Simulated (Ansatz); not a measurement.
# SiH₂ (singlet): the correlation ladder, 6-31G*

Aim: climb from Hartree-Fock through coupled cluster and multireference methods for SiH₂ (singlet) at one geometry and basis, and see what each rung misses.

Method: 6-31G*, core rule «outside noble gas», up to 5 orbitals frozen; program: Ansatz 0.2.0, Gaussian basis.

Plan: UHF; CCSD(T) on RHF; CCSD(T) on UHF; BCCD(T) on RHF; CISD; CCSDT(Q) on RHF; CCSDT(Q) on UHF; CISDTQ; CCSDTQ on RHF; CCSDTQ on UHF; CASSCF and MRCISD+Q, 6 electrons in 6 orbitals; CASSCF and NEVPT2, 6 electrons in 6 orbitals; Full CI.

10 further runs of the same task are left out: 10 set aside as unsound or not needed.

## Step 1: The system

The geometry is an MP2(full)/6-31G* stationary point (not a proven minimum).

3 atoms, charge 0, spin multiplicity 1.

Atoms are counted from 1 here; the program's logs count them from 0.

Bond lengths: Si1–H2 1.519 Å, Si1–H3 1.519 Å. Angles: H2–Si1–H3 92.5°.

## Step 2: UHF

in.yaml reads:

```yaml
crystal:
  periodic: [false, false, false]
  atoms:
    - {symbol: Si, position_ang: [0.000000, 0.000000, 0.070330]}
    - {symbol: H, position_ang: [0.000000, 1.096938, -0.979847]}
    - {symbol: H, position_ang: [0.000000, -1.096938, -0.979847]}
basis:
  gaussian: {orbitals: "6-31G*"}
magnetization: {spin_polarized: true, initial_magnetization: 0}
hamiltonian: {xc: hf}
output: {orbitals: {seedname: orbitals}}
```

Run with:

```
> ansatz run in.yaml --threads 1 --pin off --events-out ev --progress --plain --max-ram 3956MiB --backend cpu
```

The runs that follow: CCSD(T) on RHF; CCSD(T) on UHF; BCCD(T) on RHF; CISD; CCSDT(Q) on RHF; CCSDT(Q) on UHF; CISDTQ; CCSDTQ on RHF; CCSDTQ on UHF; CASSCF and MRCISD+Q, 6 electrons in 6 orbitals; CASSCF and NEVPT2, 6 electrons in 6 orbitals; Full CI.

**Question.** What will the summary of the whole plan be? Wanted: FCI below the RHF energy; RMP2 from FCI; RCCSD from FCI; RCCSD(T) from FCI; RCCSDT(Q) from FCI; NEVPT2 valence from FCI; MRCISD+Q valence from FCI; T1 diagnostic; effectively unpaired electrons.

As calculated:

```
                         quantity                                                                    value
         FCI below the RHF energy                                                               -2.5713 eV
                    RMP2 from FCI                                                             +71.0 kJ/mol
                   RCCSD from FCI                                                              +6.2 kJ/mol
                RCCSD(T) from FCI                                                              +1.6 kJ/mol
               RCCSDT(Q) from FCI                                                              +0.1 kJ/mol
          NEVPT2 valence from FCI                                                             +40.1 kJ/mol
        MRCISD+Q valence from FCI                                                              +3.2 kJ/mol
levels within 1 kcal/mol (43 meV)  RCCSD(T), BCCD(T), RCCSDT, CISDTQ, RCCSDT(Q), RCCSDTQ, MRCISD+Q valence
                    T1 diagnostic                                                                    0.015
   effectively unpaired electrons                                                                     0.07
```

**Reading.** RCCSD(T) misses by +1.6 kJ/mol, 0.6 % of the correlation energy. One determinant dominates. Of the multireference levels listed MRCISD+Q valence comes nearest in total energy (+3.2 kJ/mol), which doesn't show that its space is the better one. These misses are within one basis, not against nature.
